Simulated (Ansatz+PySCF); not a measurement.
A calculation with Ansatz (development build ahead of 0.2.0).

```yaml
crystal:
  periodic: [false, false, false]
  atoms:
    - { symbol: "N", position_ang: [0.0, 0.0, -0.83218] }
    - { symbol: "N", position_ang: [0.0, 0.0, 0.83218] }
basis:
  gaussian: { orbitals: cc-pVDZ }
total_charge: 1
magnetization:
  initial_magnetization: 1
hamiltonian:
  xc: r2scan
scf:
  omitted_lower_state_checks: [starts, atomic_configurations, cluster_reference, orbital_swaps, given_window_search, neighbouring_geometries, increment]
```

The input is written out in the form of the current development build from the run's settings.

The run gave:

```
Converged      : yes
Total energy   : -108.71319 hartree
Stability test : minimum among restricted orbitals
```
